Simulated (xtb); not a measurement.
A geometry relaxed with GFN2-xTB (xtb), charge 0, multiplicity 1:

```xyz
7

C      0.4533     0.7601    -0.0346
H      1.4235    -1.3052     0.0736
C      0.7264    -0.5059     0.0298
H     -1.3092    -0.3281    -0.8998
H      0.7591     1.7754    -0.0842
C     -0.7326    -0.1578     0.0034
H     -1.3206    -0.2384     0.9118
```

Task: Write the SMILES of this molecule.

Result: `C1=CC1`
